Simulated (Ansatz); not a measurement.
Input file:

```yaml
crystal:
  periodic: [false, false, false]
  atoms:
    - {symbol: B, position_ang: [0.000000, 0.000000, 0.000000]}
    - {symbol: Ga, position_ang: [0.000000, 0.000000, 7.012000]}
basis:
  gaussian: {orbitals: cc-pVDZ}
magnetization: {spin_polarized: false, initial_magnetization: 2}
correlation: {method: fic_mrcisd_q, electrons: outside_noble_gas, active_space: {window: {electrons: 6, orbitals: 8}, shells: [{species: B, l: s, shell: 2}, {species: B, l: p, shell: 2}, {species: Ga, l: s, shell: 4}, {species: Ga, l: p, shell: 4}]}}
```

```sh
$ ansatz run in.yaml --threads 1 --pin off --events-out ev --progress --plain --max-ram 2393MiB
```

Log:

```
716 factors; integrals over basis functions are off by at most 8.8e-8 eV
mean field evaluation 1: about -52996.9681 eV, gradient 6.8e0 eV
mean field evaluation 2: about -52996.9683 eV, gradient 6.8e0 eV
mean field evaluation 4: about -52997.4154 eV, gradient 6.1e0 eV
mean field evaluation 8: about -52999.9666 eV, gradient 2.0e0 eV
mean field evaluation 16: about -53000.0531 eV, gradient 1.4e-1 eV
mean field evaluation 32: about -53000.0536 eV, gradient 2.1e-4 eV
mean field evaluation 64: about -52999.3747 eV, gradient 6.2e0 eV
mean field evaluation 96: about -53000.0536 eV, gradient 2.2e-6 eV
mean field evaluation 128: about -53000.0505 eV, gradient 4.7e-3 eV
mean field evaluation 160: about -53000.0488 eV, gradient 1.4e-2 eV
mean field evaluation 192: about -53000.0482 eV, gradient 7.1e-1 eV
mean field evaluation 224: about -53000.0533 eV, gradient 4.4e-3 eV
mean field evaluation 256: about -53000.0535 eV, gradient 5.0e-4 eV
mean field evaluation 288: about -53000.0535 eV, gradient 8.2e-3 eV
mean field evaluation 320: about -53000.0498 eV, gradient 7.3e-7 eV
mean field evaluation 352: about -53000.0337 eV, gradient 6.8e-1 eV
mean field evaluation 384: about -53000.0535 eV, gradient 4.6e-2 eV
mean field -53000.05357361 eV, -1947.7160441037 hartree, gradient 6.5e-6 eV, S^2 2.000000; 23 other end points of the search recorded, 0 dependent functions left out
reference -53000.05357361 eV, -1947.7160441037 hartree; 19, 17 occupied and 22, 24 virtual orbitals, 716 factors
state -53001.59237569 eV, -1947.7725940368 hartree
contracted CI cycle   1: correlation 0.00000000 eV, 0.0000000000 hartree, residual 6.58e0 eV
contracted CI cycle   2: correlation -1.36553382 eV, -0.0501824424 hartree, residual 1.35e0 eV
contracted CI cycle   3: correlation -1.41462145 eV, -0.0519863793 hartree, residual 1.59e-1 eV
contracted CI cycle   4: correlation -1.41551122 eV, -0.0520190778 hartree, residual 3.63e-2 eV
contracted CI cycle   5: correlation -1.41554957 eV, -0.0520204870 hartree, residual 5.56e-3 eV
contracted CI cycle   6: correlation -1.41555050 eV, -0.0520205216 hartree, residual 1.24e-3 eV
contracted CI cycle   7: correlation -1.41555055 eV, -0.0520205232 hartree, residual 3.30e-4 eV
state -53001.59237569 eV, -1947.7725940368 hartree; corrected -53003.07783380 eV, -1947.8271836156 hartree
Total energy: -53003.07783380 eV, -1947.8271836156 hartree
Checks for a lower state left out: starts, orbital_swaps
```

Natural occupations: 1.9275 1.8912 1.0000 1.0000 0.0544 0.0544 0.0363 0.0362.

Ran on 1 thread of Arm Neoverse V2, shared host: 7 s wall, 0.21 GiB peak host memory.
